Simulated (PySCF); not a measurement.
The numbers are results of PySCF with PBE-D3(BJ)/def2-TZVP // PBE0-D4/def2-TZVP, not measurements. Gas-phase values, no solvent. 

Reference species (SMILES): `[OH]` (neutral, multiplicity 2).

```
Property                          Value
-----------------------------  --------
highest occupied spin orbital  -7.16 eV
```

Changed species: `Cl[SiH2]` (radical fragment; the reference has radical fragment).

Give the shifts of the highest occupied spin orbital.

the highest occupied spin orbital goes up by 1.79 eV, to -5.37 eV.
